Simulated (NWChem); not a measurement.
# [SiH3]+ (SMILES [SiH3+]): SPW92/x2c-SVPall-2c (DKH2, esp resp)

What is the energy difference between two shapes of [SiH3]+ at SPW92/x2c-SVPall-2c (DKH2, esp resp)? 

The calculation is run with NWChem 7.3.0.

**1. The structure to begin with**

[SiH3]+ has 4 atoms, charge +1, and is taken as a singlet. SMILES: `[SiH3+]`. Geometry: relaxed at PBE0-D4/def2-TZVP.

Bond lengths: Si1–H2 1.472 Å, Si1–H3 1.472 Å, Si1–H4 1.472 Å. Angles: H2–Si1–H3 120.0°, H2–Si1–H4 120.0°, H3–Si1–H4 120.0°.

**2. A single-point energy at SPW92/x2c-SVPall-2c (DKH2, esp resp)**

nw.nw

```
start nw
title "H3Si energy"
memory total 2200 mb
charge 1

geometry noautosym nocenter
   zmatrix
     Si
     H 1 r2
     H 1 r3 2 a3
     H 1 r4 2 a4 3 d4
   variables
     r2 1.471994
     r3 1.472003
     a3 119.9971
     r4 1.472009
     a4 120.00442
     d4 -179.9997
   end
end

basis spherical bse
   * library x2c-SVPall-2c
end

relativistic
   douglas-kroll dkh
end

dft
   xc slater pw91lda
   mult 1
   grid fine
   convergence energy 1e-06
   direct
end

esp
   restrain
   range 0.4
   spacing 0.035
   recalculate
end

task dft energy
task esp
```

Started as:

```console
nwchem nw.nw > nw.out
```

The program printed:

```text
[...]
          Wavefunction type:  closed shell.
          No. of atoms     :     4
          No. of electrons :    16
[...]
          Charge           :     1
          Spin multiplicity:     1
[...]
          AO basis - number of functions:    36
[...]
              XC Information
              --------------
                        Slater Exchange Functional  1.000 local
            Perdew 1991 LDA Correlation Functional  1.000 local
[...]
 d= 0,ls=0.0,diis     1   -290.1043128724 -3.06D+02  3.72D-02  3.40D+00     2.5
[...]
 d= 0,ls=0.0,diis     6   -290.2156431709 -2.66D-09  6.14D-07  3.52D-10     6.5
         Total DFT energy =     -290.215643170911
      One electron energy =     -429.411500026840
           Coulomb energy =      144.029383596690
    Exchange-Corr. energy =      -20.554977078768
 Nuclear repulsion energy =       15.721450338006
[...]
 Dipole moment                                  0.008810    0.008800    0.008800
 Quadrupole moment Qxx                         -0.177750   -0.173182   -0.173182
                   Qyy                          0.345166    0.336087    0.336087
                   Qzz                         -0.167416   -0.162905   -0.162905
[...]
```

Wall time 9 s (1 thread of Intel Xeon Platinum 8259CL at 2.50GHz (Skylake/Cascade Lake), shared host); peak memory 0.11 GiB.

**3. The distorted shape, same level**

work.nw

```
echo
start work
memory total 2200 mb
charge 1
geometry units angstroms noautosym nocenter
  zmatrix
    Si
    H 1 1.628699
    H 1 1.369001 2 113.75336
    H 1 1.424393 3 126.43293 2 -169.73392
  end
end
basis spherical bse
  Si library x2c-SVPall-2c
  H library x2c-SVPall-2c
end
relativistic
  douglas-kroll dkh
end
dft
  xc slater pw91lda
  grid fine
  convergence energy 1e-06
  direct
  noprint "final vectors analysis"
end
esp
  restrain
  range 0.4
  spacing 0.035
  recalculate
end
task dft energy
task esp
```

Started as:

```console
nwchem work.nw > work.out
```

The program printed:

```text
[...]
          Wavefunction type:  closed shell.
          No. of atoms     :     4
          No. of electrons :    16
[...]
          Charge           :     1
          Spin multiplicity:     1
[...]
          AO basis - number of functions:    36
[...]
              XC Information
              --------------
                        Slater Exchange Functional  1.000 local
            Perdew 1991 LDA Correlation Functional  1.000 local
[...]
 d= 0,ls=0.0,diis     1   -290.0893325659 -3.06D+02  3.74D-02  3.40D+00     2.4
[...]
 d= 0,ls=0.0,diis     7   -290.2016131996 -4.01D-09  3.46D-06  3.79D-09     6.4
         Total DFT energy =     -290.201613199629
      One electron energy =     -429.500280695288
           Coulomb energy =      144.071400605593
    Exchange-Corr. energy =      -20.557794397804
 Nuclear repulsion energy =       15.785061287870
[...]
 Dipole moment                                  0.060248    0.060204    0.060204
 Quadrupole moment Qxx                         -0.152832   -0.148182   -0.148182
                   Qyy                          0.279006    0.270707    0.270707
                   Qzz                         -0.126174   -0.122525   -0.122525
[...]
```

Wall time 8.7 s (1 thread of Intel Xeon Platinum 8259CL at 2.50GHz (Skylake/Cascade Lake), shared host); peak memory 0.11 GiB.

**4. What came out**

Level: SPW92/x2c-SVPall-2c (DKH2, esp resp).

| quantity | value |
| --- | --- |
| first shape: total energy | -290.21564 Eh |
| first shape: HOMO energy | -16.32 eV |
| first shape: LUMO energy | -11.54 eV |
| first shape: HOMO–LUMO gap | 4.78 eV |
| distorted shape: total energy | -290.20161 Eh |
| energy change with the atoms displaced | 0.382 eV |

What this shows: With the atoms displaced the energy rises by 0.38 eV (36.8 kJ/mol). The first shape isn't relaxed at this level, so the change isn't measured from a minimum.
